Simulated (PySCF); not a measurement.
# BH4O− (SMILES [BH3-]O) at PBE/STO-6G

What is the vertical ionisation energy of BH4O− at PBE/STO-6G? 

Program for the calculation: PySCF 2.14.0.

7 further runs of the same task are left out: 7 set aside as unsound or not needed.

### Step 1. The structure to begin with

The species is BH4O− (6 atoms), meant as a singlet with charge -1. SMILES: `[BH3-]O`. Geometry: relaxed at GFN2-xTB.

Bond lengths: B1–O2 1.506 Å, B1–H3 1.247 Å, B1–H4 1.218 Å, B1–H5 1.247 Å, O2–H6 0.957 Å. Angles: B1–O2–H6 105.4°, O2–B1–H3 110.8°, O2–B1–H4 108.0°, O2–B1–H5 110.8°, H3–B1–H4 109.7°, H3–B1–H5 107.7°, H4–B1–H5 109.8°.

### Step 2. The energy at PBE/STO-6G

Input file mol.xyz:

```xyz
6
BH4O
B     -0.074670    -0.173680    -0.316420
O     -0.013550     1.016190     0.603980
H      1.062740    -0.650510    -0.499740
H     -0.542300     0.195170    -1.379270
H     -0.789000    -1.072510     0.169030
H      0.356770     0.685330     1.422430
```

Input file input.py:

```python
from pyscf import gto, dft

mol = gto.Mole()
mol.atom = 'mol.xyz'
mol.max_memory = 1860
mol.verbose = 4
mol.charge = -1
mol.basis = 'sto-6g'
mol.build()

myscf = dft.RKS(mol, xc='pbe')
myscf.conv_tol = 1e-10
myscf.grids.level = 5
myscf.kernel()
if not myscf.converged:
    myscf = myscf.newton().run(myscf.mo_coeff, myscf.mo_occ)

etot = myscf.e_tot
print('E(%s) = %.9f' % ('PBE', etot))
```

Started as:

```bash
$ OMP_NUM_THREADS=1 python input.py
```

The program printed:

```text
PySCF version 2.14.0

[INPUT] num. atoms = 6
[INPUT] num. electrons = 18
[INPUT] charge = -1
[INPUT] spin (= nelec alpha-beta = 2S) = 0
[INPUT] symmetry False subgroup None
[INPUT] Mole.unit = angstrom
[INPUT] Symbol           X                Y                Z      unit          X                Y                Z       unit  Magmom
[INPUT]  1 B     -0.074670000000  -0.173680000000  -0.316420000000 AA   -0.141105849721  -0.328207633314  -0.597947140335 Bohr   0.0
[INPUT]  2 O     -0.013550000000   1.016190000000   0.603980000000 AA   -0.025605788988   1.920320790522   1.141356784715 Bohr   0.0
[INPUT]  3 H      1.062740000000  -0.650510000000  -0.499740000000 AA    2.008287541620  -1.229285741291  -0.944371733490 Bohr   0.0
[INPUT]  4 H     -0.542300000000   0.195170000000  -1.379270000000 AA   -1.024798477352   0.368817847731  -2.606442551829 Bohr   0.0
[INPUT]  5 H     -0.789000000000  -1.072510000000   0.169030000000 AA   -1.490993912282  -2.026750165857   0.319420406835 Bohr   0.0
[INPUT]  6 H      0.356770000000   0.685330000000   1.422430000000 AA    0.674197589461   1.295086004948   2.688003131365 Bohr   0.0

nuclear repulsion = 33.2722521460051
number of shells = 10
number of NR pGTOs = 84
number of NR cGTOs = 14
basis = sto-6g
ecp = {}

******** <class 'pyscf.dft.rks.RKS'> ********
method = RKS
initial guess = minao
damping factor = 0
level_shift factor = 0
DIIS = <class 'pyscf.scf.diis.CDIIS'>
diis_start_cycle = 1
diis_space = 8
diis_damp = 0
SCF conv_tol = 1e-10
SCF conv_tol_grad = None
SCF max_cycles = 50
direct_scf = True
direct_scf_tol = 1e-13
XC library pyscf.dft.libxc version 7.0.0
    S. Lehtola, C. Steigemann, M. J.T. Oliveira, and M. A.L. Marques.,  SoftwareX 7, 1–5 (2018)
XC functionals = pbe
    J. P. Perdew, K. Burke, and M. Ernzerhof.,  Phys. Rev. Lett. 77, 3865 (1996)
    J. P. Perdew, K. Burke, and M. Ernzerhof.,  Phys. Rev. Lett. 78, 1396 (1997)
    J. P. Perdew, K. Burke, and M. Ernzerhof.,  Phys. Rev. Lett. 77, 3865 (1996)
    J. P. Perdew, K. Burke, and M. Ernzerhof.,  Phys. Rev. Lett. 78, 1396 (1997)
radial grids:
    Treutler-Ahlrichs [JCP 102, 346 (1995); DOI:10.1063/1.469408] (M4) radial grids

becke partition: Becke, JCP 88, 2547 (1988); DOI:10.1063/1.454033
pruning grids: <function nwchem_prune>
grids dens level: 5
symmetrized grids: False
atomic radii adjust function: <function treutler_atomic_radii_adjust>
small_rho_cutoff = 0
Set gradient conv threshold to 1e-05
Initial guess from minao.
tot grids = 180296
init E= -101.853227840658
  HOMO = -0.2715645981829  LUMO = 0.192136825080558  gap/eV = 12.61796
cycle= 1 E= -101.755482996889  delta_E= 0.0977  |g|= 0.525  |ddm|= 2.58
  HOMO = 0.419191675212143  LUMO = 0.693627973859059  gap/eV = 7.46779
cycle= 2 E= -101.71096201547  delta_E= 0.0445  |g|= 0.666  |ddm|= 1.71
  HOMO = 0.24637175150614  LUMO = 0.603493178330024  gap/eV = 9.71777
cycle= 3 E= -101.852712255495  delta_E= -0.142  |g|= 0.0506  |ddm|= 0.995
  HOMO = 0.248409628293568  LUMO = 0.604736669314373  gap/eV = 9.69615
cycle= 4 E= -101.853558405149  delta_E= -0.000846  |g|= 0.0168  |ddm|= 0.0974
  HOMO = 0.249149871347327  LUMO = 0.605598687398984  gap/eV = 9.69947
cycle= 5 E= -101.853657151531  delta_E= -9.87e-05  |g|= 0.00119  |ddm|= 0.0248
  HOMO = 0.2488409963602  LUMO = 0.605004877952484  gap/eV = 9.69171
cycle= 6 E= -101.853657902045  delta_E= -7.51e-07  |g|= 0.000114  |ddm|= 0.00291
  HOMO = 0.2488313768574  LUMO = 0.605010524338553  gap/eV = 9.69213
cycle= 7 E= -101.853657907457  delta_E= -5.41e-09  |g|= 8.71e-06  |ddm|= 0.000246
  HOMO = 0.248829132121011  LUMO = 0.605008762122265  gap/eV = 9.69214
cycle= 8 E= -101.853657907484  delta_E= -2.76e-11  |g|= 2.35e-07  |ddm|= 1.46e-05
  HOMO = 0.248828983303226  LUMO = 0.605008641419516  gap/eV = 9.69214
Extra cycle  E= -101.853657907484  delta_E=    0  |g|= 2.25e-07  |ddm|= 6.48e-07
converged SCF energy = -101.853657907484
E(PBE) = -101.853657907
```

Run time: 2.6 s. Hardware: 1 thread of Arm Neoverse V1, shared host; peak memory 0.18 GiB.

### Step 3. Doublet neutral BH4O at the same level

Input file calc.py:

```python
from pyscf import gto, dft

mol = gto.Mole()
mol.atom = '''
B       -0.074670      -0.173680      -0.316420
O       -0.013550       1.016190       0.603980
H        1.062740      -0.650510      -0.499740
H       -0.542300       0.195170      -1.379270
H       -0.789000      -1.072510       0.169030
H        0.356770       0.685330       1.422430
'''
mol.charge = 0
mol.basis = 'sto-6g'
mol.verbose = 4
mol.max_memory = 1860
mol.spin = 1
mol.build()

myscf = dft.UKS(mol)
myscf.xc = 'pbe'
myscf.grids.level = 5
myscf.conv_tol = 1e-10
myscf.kernel()
if not myscf.converged:
    myscf = myscf.newton().run(myscf.mo_coeff, myscf.mo_occ)

energy = myscf.e_tot
print('Final energy', energy)
```

Started as:

```bash
$ OMP_NUM_THREADS=1 python calc.py
```

The program printed:

```text
PySCF version 2.14.0

[INPUT] num. atoms = 6
[INPUT] num. electrons = 17
[INPUT] charge = 0
[INPUT] spin (= nelec alpha-beta = 2S) = 1
[INPUT] symmetry False subgroup None
[INPUT] Mole.unit = angstrom
[INPUT] Symbol           X                Y                Z      unit          X                Y                Z       unit  Magmom
[INPUT]  1 B     -0.074670000000  -0.173680000000  -0.316420000000 AA   -0.141105849721  -0.328207633314  -0.597947140335 Bohr   0.0
[INPUT]  2 O     -0.013550000000   1.016190000000   0.603980000000 AA   -0.025605788988   1.920320790522   1.141356784715 Bohr   0.0
[INPUT]  3 H      1.062740000000  -0.650510000000  -0.499740000000 AA    2.008287541620  -1.229285741291  -0.944371733490 Bohr   0.0
[INPUT]  4 H     -0.542300000000   0.195170000000  -1.379270000000 AA   -1.024798477352   0.368817847731  -2.606442551829 Bohr   0.0
[INPUT]  5 H     -0.789000000000  -1.072510000000   0.169030000000 AA   -1.490993912282  -2.026750165857   0.319420406835 Bohr   0.0
[INPUT]  6 H      0.356770000000   0.685330000000   1.422430000000 AA    0.674197589461   1.295086004948   2.688003131365 Bohr   0.0

nuclear repulsion = 33.2722521460051
number of shells = 10
number of NR pGTOs = 84
number of NR cGTOs = 14
basis = sto-6g
ecp = {}

******** <class 'pyscf.dft.uks.UKS'> ********
method = UKS
initial guess = minao
damping factor = 0
level_shift factor = 0
DIIS = <class 'pyscf.scf.diis.CDIIS'>
diis_start_cycle = 1
diis_space = 8
diis_damp = 0
SCF conv_tol = 1e-10
SCF conv_tol_grad = None
SCF max_cycles = 50
direct_scf = True
direct_scf_tol = 1e-13
number electrons alpha = 9  beta = 8
XC library pyscf.dft.libxc version 7.0.0
    S. Lehtola, C. Steigemann, M. J.T. Oliveira, and M. A.L. Marques.,  SoftwareX 7, 1–5 (2018)
XC functionals = pbe
    J. P. Perdew, K. Burke, and M. Ernzerhof.,  Phys. Rev. Lett. 77, 3865 (1996)
    J. P. Perdew, K. Burke, and M. Ernzerhof.,  Phys. Rev. Lett. 78, 1396 (1997)
    J. P. Perdew, K. Burke, and M. Ernzerhof.,  Phys. Rev. Lett. 77, 3865 (1996)
    J. P. Perdew, K. Burke, and M. Ernzerhof.,  Phys. Rev. Lett. 78, 1396 (1997)
radial grids:
    Treutler-Ahlrichs [JCP 102, 346 (1995); DOI:10.1063/1.469408] (M4) radial grids

becke partition: Becke, JCP 88, 2547 (1988); DOI:10.1063/1.454033
pruning grids: <function nwchem_prune>
grids dens level: 5
symmetrized grids: False
atomic radii adjust function: <function treutler_atomic_radii_adjust>
small_rho_cutoff = 0
Set gradient conv threshold to 1e-05
tot grids = 180296
init E= -101.853227840658
[... the frontier-level lines of each cycle are left out ...]

cycle= 1 E= -101.839341103051  delta_E= 0.0139  |g|= 0.266  |ddm|= 1.82
cycle= 2 E= -101.680981257118  delta_E= 0.158  |g|= 0.538  |ddm|= 1.06
cycle= 3 E= -101.89483455151  delta_E= -0.214  |g|= 0.0189  |ddm|= 0.727
cycle= 4 E= -101.894850787913  delta_E= -1.62e-05  |g|= 0.0203  |ddm|= 0.0614
cycle= 5 E= -101.895205679895  delta_E= -0.000355  |g|= 0.0011  |ddm|= 0.031
cycle= 6 E= -101.895206834128  delta_E= -1.15e-06  |g|= 0.000773  |ddm|= 0.00346
cycle= 7 E= -101.895207387887  delta_E= -5.54e-07  |g|= 9.04e-05  |ddm|= 0.00143
cycle= 8 E= -101.895207390395  delta_E= -2.51e-09  |g|= 8.78e-05  |ddm|= 0.00031
cycle= 9 E= -101.895207397733  delta_E= -7.34e-09  |g|= 2.53e-06  |ddm|= 0.000148
cycle= 10 E= -101.895207397738  delta_E= -5.17e-12  |g|= 1.89e-06  |ddm|= 1.33e-05
Extra cycle  E= -101.89520739773  delta_E= 8.04e-12  |g|= 3.52e-06  |ddm|= 1.57e-05
converged SCF energy = -101.89520739773  <S^2> = 0.75190886  2S+1 = 2.001908
Final energy -101.89520739773029
```

It took 4.2 s on 1 thread of Arm Neoverse V1, shared host; peak memory 0.18 GiB.

### Step 4. Summary of results

Level: PBE/STO-6G.

| quantity | value |
| --- | --- |
| singlet BH4O−: total energy | -101.85366 Eh |
| singlet BH4O−: HOMO energy | 6.77 eV |
| singlet BH4O−: LUMO energy | 16.46 eV |
| singlet BH4O−: HOMO–LUMO gap (to an unbound level, set by the basis) | 9.69 eV |
| doublet neutral BH4O: total energy | -101.89521 Eh |
| doublet neutral BH4O: dipole moment | 2.78 D |
| doublet neutral BH4O: HOMO energy (highest over α and β) | -5.06 eV |
| doublet neutral BH4O: LUMO energy (lowest over α and β) | -4.04 eV |
| doublet neutral BH4O: ⟨S²⟩ | 0.752 |
| vertical detachment energy (to the doublet neutral) | -1.131 eV |

In words: The species is unbound against losing an electron at this level, by 1.13 eV (−109 kJ/mol); missing correlation or diffuse functions can give that sign where the real anion is bound. In a minimal basis such a difference can be off by several eV, whatever the method. The HOMO (singlet BH4O−) lies at positive energy, 6.77 eV, as semi-local functionals often give for anions; only total energies tell whether the electron is bound. Mulliken charges (doublet neutral BH4O) run from -0.13 on O2 to +0.27 on H6.
